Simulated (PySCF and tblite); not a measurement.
C₂H₇N, numbered as in [CH3:1][CH2:2][NH2:3].

Search: ETKDG and KDG, MMFF94s, GFN2-xTB, 60 starts; geometries at GFN2-xTB. Free energies are PBE0-D3(BJ)/def2-TZVP single points with GFN2-xTB rigid-rotor and vibrational terms (modes under about 100 cm⁻¹ blended into free rotors). Symmetry numbers and mirror images are counted. Conformers within 3 kcal/mol (GFN2-xTB free energy) were kept, 10 at most. GIAO shieldings: PBE0/pcSseg-1. Shifts are against TMS (¹H), TMS (¹³C), NH3 (¹⁵N) at the same level. Codes: tblite and PySCF.

Q: What shifts does this protocol give at 298.15 K under fast conformational exchange?

A: ¹H: 2.94 (H2, 2H), 1.11 (H1, 3H) ppm. ¹³C: 42.6 (C2), 21.4 (C1) ppm. ¹⁵N: 43.1 (N3) ppm.

Q: How do the conformers differ?

A: Torsions listed: C1–C2–N3–H3. Of a mirror pair one member is shown.
```csv
conformer,shape,weight %
1,-62°,71.7
2,59°,28.3
```

| signal | 1 | 2 | average |
| --- | --- | --- | --- |
| H1 | 1.15 | 1.00 | 1.11 |
| H2 | 3.01 | 2.77 | 2.94 |
| C1 | 19.8 | 25.6 | 21.4 |
| C2 | 42.4 | 42.9 | 42.6 |
| N3 | 41.5 | 47.2 | 43.1 |

H on N, O and S are left out: they exchange, and hydrogen bonds move them by several ppm. Unscaled ¹⁵N shifts at such levels can be off by tens of ppm; differences between conformers or isomers are more reliable. Shifts are unscaled: against experiment ¹³C can be off by 15 ppm or more and ¹H by 0.8 ppm.


¹⁵N shifts are against a computed isolated NH3 molecule, about 20 ppm from the liquid.